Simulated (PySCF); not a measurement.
## Field gradients at the hydrogen positions

Compound: C5H10S.
Atom-mapped SMILES: `[CH2:1]=[CH:2][CH2:3][CH2:4][CH2:5][SH:6]` (hydrogens: H7, H8 on C1; H9 on C2; H10, H11 on C3; H12, H13 on C4; H14, H15 on C5; H16 on S6)

Geometry (GFN2-xTB, Å), atoms numbered from 1 in this order:
```
atom  x, y, z in Å
C1     2.304    0.673    0.656
C2     1.346    0.718   -0.249
C3     0.619   -0.475   -0.782
C4    -0.889   -0.381   -0.521
C5    -1.191   -0.411    0.968
S6    -2.985   -0.386    1.308
H7     2.798    1.561    1.011
H8     2.641   -0.259    1.079
H9     1.027    1.670   -0.657
H10    0.776   -0.534   -1.863
H11    1.014   -1.386   -0.331
H12   -1.274    0.547   -0.953
H13   -1.398   -1.215   -1.007
H14   -0.837   -1.337    1.420
H15   -0.733    0.433    1.486
H16   -3.226    0.790    0.731
```

Level: PBE0/pcSseg-1 (PySCF, non-relativistic); Q(2H) = 0.00286 b; rigid geometry, the same for H and D, with no vibrational averaging.

Problem. Rank these positions by the coupling χzz of a deuteron there, largest first.
A. H9 (vinylic hydrogen)
B. H10 (methylene hydrogen)
C. H16 (S–H hydrogen)
D. H7 (vinylic hydrogen)

Solution. D (227 kHz), A (217 kHz), B (203 kHz), C (166 kHz).

Problem. Tabulate Vzz, the asymmetry η and χzz = 234.96 MHz × Q × Vzz for every hydrogen position.

Solution. 
```csv
atom,bonded to,bond length (Å),Vzz (au),η,χzz (kHz)
H7,C1,1.077,0.3384,0.05,227
H8,C1,1.078,0.3359,0.06,226
H9,C2,1.083,0.3233,0.05,217
H10,C3,1.094,0.3022,0.01,203
H11,C3,1.091,0.3039,0.02,204
H12,C4,1.094,0.3004,0.03,202
H13,C4,1.092,0.3017,0.02,203
H14,C5,1.090,0.3054,0.05,205
H15,C5,1.090,0.3018,0.02,203
H16,S6,1.332,0.2476,0.18,166
```

Problem. Average by the element that carries the hydrogen.

Solution. on C: 210 kHz over 9 positions, mean bond length 1.088 Å; on S: 166 kHz over 1 position, mean bond length 1.332 Å.

Problem. How does χzz go with the bond length over the 9 C–H bonds?

Solution. A straight-line fit has a slope of -15.6 kHz for each 0.01 Å, with a correlation coefficient of -0.99, over lengths from 1.077 to 1.094 Å. The longer bonds have the smaller couplings here.

Problem. Give the 2H NMR doublet splittings at H7 for a magnetic field along the z, y and x axes of the gradient: 3χ/2, 3χ(1 + η)/4, 3χ(1 − η)/4.

Solution. With |χ| = 227.4 kHz and η = 0.050: 341, 179 and 162 kHz, to first order and without motion.

Geometry: GFN2-xTB, one conformer, isolated molecule. GFN2-xTB bond lengths can be off by several hundredths of an ångström, more for odd bonds, and the gradients follow them. With a basis this small, the couplings can be 20 % off.
